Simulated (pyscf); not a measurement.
Single points on ωB97X-D3(BJ)/def2-SVP structures (PySCF, gas phase).

Task: PBE/def2-TZVP puts the barrier of HO–GeH₃ + HO–GeH₃ -> H₃Ge–O–GeH₃ + H₂O (four-centre exchange; singlet surface; Ge–O, H–O broken, Ge–O, H–O formed) at 17.3 kcal/mol and the reaction energy at -1.0 kcal/mol, from the separated reactants. What do B3LYP-D3(BJ)/def2-TZVP, M06-2X/def2-TZVP, ωB97M-D3(BJ)/def2-TZVP give on the same structures?

Result: B3LYP-D3(BJ): ΔE‡ = 19.6 kcal/mol, ΔE = -2.4 kcal/mol; M06-2X: ΔE‡ = 18.2 kcal/mol, ΔE = -2.7 kcal/mol; ωB97M-D3(BJ): ΔE‡ = 20.7 kcal/mol, ΔE = -2.0 kcal/mol. PBE's barrier lies under all of them, by 0.9 to 3.3 kcal/mol. Its reaction energy lies over all of them, by 1.0 to 1.7 kcal/mol. On the reactant side the descent ends in a complex, 7.2 kcal/mol under the separated species and 26.5 kcal/mol under the saddle at ωB97X-D3(BJ)/def2-TZVP. On the product side the descent ends in a complex (not fully relaxed), 6.0 kcal/mol under the separated species and 29.0 kcal/mol under the saddle at ωB97X-D3(BJ)/def2-TZVP. This is the saddle that the search found; another between the same sides may lie lower. Elements up to Kr have no core potential and no relativistic terms here.
